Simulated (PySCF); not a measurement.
Functional dependence of a UV spectrum

Compound: 1,2-dichloropropane, C3H6Cl2.
Numbering: `[CH3:1][C@@H:2]([Cl:3])[CH2:4][Cl:5]` (hydrogens: H6, H7, H8 on C1; H9 on C2; H10, H11 on C4)

Cartesian coordinates in Å at the PBE0-D3(BJ)/def2-SVP level; atoms count from 1:
```xyz
11
C3H6Cl2 angstrom
C     -1.2473   -0.3686   -0.0709
C     -0.0635    0.5695   -0.0568
Cl    -0.2173    1.7376    1.3112
C      1.2807   -0.1122    0.1173
Cl     1.6422   -1.1710   -1.2772
H     -1.1428   -1.0785   -0.9051
H     -2.1841    0.1906   -0.1976
H     -1.3035   -0.9363    0.8701
H     -0.0404    1.1847   -0.9682
H      2.0849    0.6314    0.1836
H      1.2892   -0.7326    1.0245
```

Linear-response calculations in the def2-SVPD basis (PySCF; singlets by full response, triplets Tamm–Dancoff, core orbitals frozen in the response; HF means time-dependent Hartree–Fock). 'Strongest' is the level of largest summed f among the singlets computed (10 roots, of which the last may lack a degenerate partner); it can jump between rows when another state enters that window. S1 is the lowest singlet of each run and needn't be the same state throughout; f(S1) is that of one state. Geometry: PBE0-D3(BJ)/def2-SVP, one conformer, isolated molecule.

| functional | kind | S1 (eV) | f(S1) | strongest (eV) | T1 (eV) | HOMO (eV) | gap (eV) | ionisation energy, ΔSCF (eV) |
| --- | --- | --- | --- | --- | --- | --- | --- | --- |
| LDA | LDA | 6.34 | 0.004 | 7.48 | 5.93 | -7.39 | 6.10 | 10.98 |
| PBE | GGA | 6.40 | 0.021 | 7.49 | 5.91 | -7.28 | 6.16 | 10.20 |
| B3LYP | global hybrid, 20% exact exchange | 6.95 | 0.028 | 8.12 | 6.35 | -8.40 | 8.09 | 10.64 |
| PBE0 | global hybrid, 25% exact exchange | 7.11 | 0.025 | 8.42 | 6.44 | -8.67 | 8.62 | 10.72 |
| BHandHLYP | global hybrid, 50% exact exchange | 7.54 | 0.015 | 8.98 | 6.82 | -9.93 | 10.87 | 11.06 |
| CAM-B3LYP | range-separated hybrid | 7.27 | 0.014 | 8.65 | 6.58 | -10.05 | 11.03 | 11.04 |
| LC-wPBE | range-separated hybrid | 7.50 | 0.003 | 9.33 | 6.72 | -11.48 | 13.59 | not settled |
| HF | Hartree–Fock | 8.29 | 0.006 | 9.87 | 7.41 | -11.95 | 14.69 | not settled |

What does wB97X-D (range-separated hybrid) give?

S1 (eV) 7.30, f(S1) 0.014, strongest (eV) 8.89, T1 (eV) 6.65, HOMO (eV) -10.55, gap (eV) 12.25, ionisation energy, ΔSCF (eV) 11.02. S1 runs from 6.34 eV (LDA) to 8.29 eV (HF), a spread of 1.95 eV, while the orbital gap spreads over 8.6 eV. Along PBE (0%), B3LYP (20%), PBE0 (25%), BHandHLYP (50%), HF (100%) S1 rises with the share of exact exchange. −ε(HOMO) comes closest to its own ΔSCF ionisation energy with wB97X-D (-0.47 eV) and misses most with LDA (-3.59 eV). 'Not settled' means that the ion's SCF failed to converge or may have ended in another state than the lowest.
